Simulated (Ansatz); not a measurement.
`FC1N=CN1` → `C=NC(=N)F`  (isomerisation)

Program: Ansatz. Geometries: PBE0-D4/def2-TZVP. ΔE: electronic, gas phase. CCSD(T)/CBS is the MP2 limit (def2-TZVPP, def2-QZVPP) plus CCSD(T) − MP2 in def2-TZVPP, frozen cores. DFT in def2-TZVPP. B3LYP here is the variant with VWN-RPA as its local correlation; programs differ in this. Each species was taken in one conformer, which may not be the lowest.

```tsv
level	ΔE (kJ/mol)
PBE	-62.1
B3LYP	-79.5
r2SCANh	-65.5
SCS-MP2/def2-TZVPP	-61.7
```

**Question.** What does CCSD(T)/CBS give? (Best estimate.)

**Answer.** Computed: -62.6 kJ/mol. The listed levels differ from it by 0.5, -16.9, -2.9, 0.9 kJ/mol.

**Question.** What do rigid-rotor, harmonic-oscillator terms from PBE0-D4/def2-TZVP frequencies (298.15 K, 1 bar) make of the CCSD(T)/CBS value? (Estimate.)

**Answer.** Computed: ΔZPE = -4.0 kJ/mol, ΔH = -64.9 kJ/mol, ΔS = 15 J/(mol·K), ΔG = -69.5 kJ/mol.

Largest T1 diagnostic among the species: 0.014.

Leaving LDA and LC-ωPBE aside and taking each functional with its dispersion term where it has one, the values, not all of them listed here, spread over 36.7 kJ/mol, from BLYP-D4 to PBE-QIDH. LDA lies +16.8 kJ/mol from PBE without D4. From BLYP to BHLYP (50 % exact exchange), in def2-TZVPP and without D4, ΔE moves by +14.0 kJ/mol.
